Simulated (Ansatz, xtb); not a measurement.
**Two isomers of C3H3**

We compare I, `[CH]1C=C1`, a doublet, with II, `[C]1=CC1`, a doublet. Both are isolated molecules in the gas phase, relaxed with PBE0-D3(BJ)/def2-SVP.

Energies in hartree; the thermal terms are from PBE0-D3(BJ)/def2-SVP harmonic frequencies (ideal gas, rigid rotor, one conformer each, 400 K, 1 atm) and include the zero-point energy:

```
                               I           II
E, CCSD(T)/def2-TZVP  −115.722830  −115.709083
   zero-point energy     0.042977     0.043768
        H(400 K) − E     0.049426     0.050146
        G(400 K) − E     0.008450     0.009242
```

**Question.** Work out ΔE, ΔE₀, ΔH and ΔG for I → II in kJ/mol (1 Eh = 2625.50 kJ/mol) and the equilibrium ratio [II]/[I].

**Answer.** 1. ΔE = −115.709083 − (−115.722830) = +0.013747 Eh = +36.09 kJ/mol.
2. ΔE₀ = ΔE + ΔZPE = +0.013747 + (+0.000791) Eh = +38.17 kJ/mol.
3. ΔH = ΔE + (+0.000720) Eh = +37.98 kJ/mol.
4. ΔG = ΔE + (+0.000792) Eh = +38.17 kJ/mol, so ΔS = (ΔH − ΔG)/T = −0.5 J/(mol K).
5. kT = 1.2667 mEh, so K = [II]/[I] = exp(−ΔG/kT) = exp(−11.48) ≈ 1.0 × 10^−5.

Structure I is favoured at this temperature. An error of 4 kJ/mol in ΔG would change K by a factor of 3.3. Mirror images and further conformers aren't counted.

As drawn, both hold the same kinds of bond in the same numbers.

Other levels gave ΔE = +31.1 (GFN2-xTB); +26.5 (HF/STO-3G, GFN2-xTB geometries); +44.4 (r2SCAN-D4/def2-SVP, GFN2-xTB geometries); +49.4 (PBE0-D3(BJ)/def2-SVP); +49.2 (HF/def2-TZVP); +63.6 (MP2/def2-TZVP) kJ/mol. Open shells are spin-unrestricted, with notable spin contamination. The correlated steps freeze 3 core orbitals. Programs: Ansatz 0.2.0, xtb 6.7.1.
